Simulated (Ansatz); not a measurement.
## Two structures, one formula

The two ends of one reaction step of CH₅OS, doublet (PBE0-D4/def2-TZVP).

A:

```xyz
8
angstrom
H 0.4132 -0.3727 -0.3422
S 2.6728 0.2607 -1.1022
O -0.3491 -0.7638 0.1015
C -1.2354 0.2693 0.4532
H 2.9814 -1.0123 -0.7897
H -1.6189 0.8089 -0.4225
H -0.7805 0.9980 1.1369
H -2.0835 -0.1880 0.9650
```

B:

H1  (1.013, -0.855, -0.799)
S2  (1.798, -0.241, -1.706)
O3  (-0.566, -0.952, 0.767)
C4  (-1.111, 0.288, 0.690)
H5  (2.799, -0.090, -0.827)
H6  (-0.437, 1.028, 0.235)
H7  (-1.528, 0.637, 1.645)
H8  (-1.968, 0.187, -0.006)
(Å)

Program: Ansatz 0.2.0. Basis: def2-TZVPP. Cores are frozen in the correlated methods; orbitals are unrestricted. B3LYP uses VWN-RPA correlation.

Which structure is lower at CCSD(T), and by how much? (Judge from chemistry; the value comes from the calculation.)

The calculation gives: A, by 72.0 kJ/mol (electronic energy, against the other). By their contacts, A is a complex of CH₄O ([CH3][OH]) + HS and B is a complex of CH₃O ([CH3][O]) + H₂S.

All methods give the same order:

| method | E(B) − E(A) (kJ/mol) |
| --- | --- |
| SPW92 | 63.3 |
| PBE-D4 | 55.3 |
| BLYP-D4 | 56.4 |
| r2SCAN-D4 | 50.2 |
| B97M-V | 46.0 |
| PBE0-D4 | 56.1 |
| B3LYP-D4 | 57.2 |
| r2SCAN0-D4 | 52.7 |
| BHLYP-D4 | 56.0 |
| CAM-B3LYP-D4 | 61.9 |
| wB97X-V | 56.9 |
| wB97M-V | 59.7 |
| B2PLYP | 67.8 |
| PBE-QIDH | 68.7 |
| RPA on PBE | 63.9 |
| HF | 42.7 |
| MP2 | 94.5 |
| CCSD | 71.6 |
| CCSD(T) | 72.0 |

The T1 diagnostic stays at or below 0.017. ⟨S²⟩ of the unrestricted Hartree–Fock references: 0.76 (a pure state has 0.75).

Labels in which every atom is bracketed show which atoms are joined, not bond orders.

For scale, one of the runs: CCSD(T)/def2-TZVPP, 174 basis functions (an equivalent command: `ansatz run in.yaml --threads 4`). The run took 77 s on 4 CPU threads (shared host), with 3.9 GiB of host memory at its peak.
